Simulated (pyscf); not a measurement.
Optimised with ωB97X-D3(BJ)/def2-SVP in PySCF.

Q: Estimate the classical barrier height and the reaction energy of methylamine (H₃C–NH₂) + methyl (CH₃•) → •H₂C–NH₂ + methane (CH₄) at r²SCAN/def2-TZVP. The step runs on the doublet surface, breaks C–H and forms C–H; take the separated reactants as zero.

A: ΔE‡ = 0.42 eV, ΔE = -0.58 eV. ωB97M-D3(BJ)/def2-TZVP gives 0.57 eV and -0.59 eV. Zero-point energy shifts the barrier by -0.04 eV. It is a hydrogen abstraction, with an imaginary mode of 1668i cm⁻¹. One saddle was located; it need not be the lowest between these sides. The angle at the transferred H is 172°.
